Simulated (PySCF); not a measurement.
**Dipole moment and polarisability across levels of theory**

Compound: 2,2-dimethylbutane, C6H14.
Z-matrix (Å and degrees, PBE0-D3(BJ)/def2-SVP geometry), rows numbered from 1:
```
C 
C   1  1.5212
C   2  1.5414  1  116.74
C   3  1.5306  2  108.01  1   179.98
C   3  1.5308  2  110.68  1   -60.82
C   3  1.5308  2  110.69  1    60.82
H   1  1.1008  2  112.04  3   -60.05
H   1  1.1008  2  112.07  3    61.00
H   1  1.1005  2  110.62  3  -179.51
H   2  1.1046  1  109.04  3   122.57
H   2  1.1046  1  109.07  3  -122.58
H   4  1.1018  3  111.12  2   -60.35
H   4  1.1017  3  111.15  2   179.64
H   4  1.1019  3  111.14  2    59.61
H   5  1.1021  3  111.11  2   -56.22
H   5  1.1007  3  111.87  2    64.40
H   5  1.1016  3  110.76  2  -175.87
H   6  1.1007  3  111.89  2   -64.17
H   6  1.1020  3  111.11  2    56.48
H   6  1.1017  3  110.75  2   176.12
```

PySCF, dipoles from the SCF density, polarisabilities from static response with core orbitals frozen. Isolated species at its PBE0-D3(BJ)/def2-SVP geometry, gas phase.

Question: How do dipole and polarisability depend on functional and basis here?

Answer: 

```tsv
level	μ (D)	α (Å³)	anisotropy (Å³)
LDA/def2-SVPD	0.064	11.86	1.17
PBE/def2-SVPD	0.062	11.64	1.14
CAM-B3LYP/def2-SVPD	0.055	11.15	1.02
HF/def2-SVPD	0.049	10.57	0.92
PBE0/6-31G*	0.042	9.55	0.93
PBE0/6-31+G*	0.061	10.63	0.95
PBE0/def2-SVP	0.046	10.01	0.97
PBE0/aug-cc-pVDZ	0.059	11.50	1.11
PBE0/def2-TZVP	0.059	11.11	1.08
```

The anisotropy is √(½[(α1 − α2)² + (α2 − α3)² + (α3 − α1)²]). The dipole runs from 0.04 D (PBE0/6-31G*) to 0.06 D (LDA/def2-SVPD). No reference polarisability is at hand; against PBE0 in the largest diffuse basis at hand (aug-cc-pVDZ) the other PBE0 rows deviate by 6-31G* -17%, 6-31+G* -8%, def2-SVP -13%, def2-TZVP -3%. In one basis (def2-SVPD) the functionals order the polarisability from HF (lowest) to LDA (highest), a spread of 12%. With PBE0 the polarisability is 10.22 Å³ without diffuse functions (mean of 6-31G*, def2-SVP and def2-TZVP) and 11.06 Å³ with them (mean of 6-31+G* and aug-cc-pVDZ).
